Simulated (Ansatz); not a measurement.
1T (CdI2-type) HfS₂, treated with PBE+SOC in Ansatz (PAW).

Numerical settings: plane-wave cutoff 520 eV, 12×12×6 k mesh (along the axes of the cell as run), Fermi–Dirac smearing 0.01 eV, PAW data made under PBE.

The cell is scaled about its equilibrium volume:

Shape and atoms are relaxed at each volume.

```csv
V (Å³/atom),P (GPa),direct gap at Γ (eV),smallest gap on the k mesh (eV),c (Å)
25.173,0.14,1.966,1.155,6.559
25.698,0.07,1.969,1.169,6.691
26.222,0.01,1.971,1.182,6.822
26.747,-0.05,1.973,1.193,6.953
27.271,-0.05,1.974,1.199,7.090
```

The fundamental gap (1.18 eV at the equilibrium volume, with added k points) lies elsewhere than Γ–Γ.

Measured, for comparison: band gap 1.8 eV (temperature not stated, not corrected to a static lattice, fundamental, indirect, sources range from 1.80 to 1.96; as tabulated in Rybak et al. (2022), arXiv:2210.12074).

Note: the cell comes from a level without a dispersion term, which matters for the spacing of layers, chains or molecules.

Ansatz is an electronic-structure program.
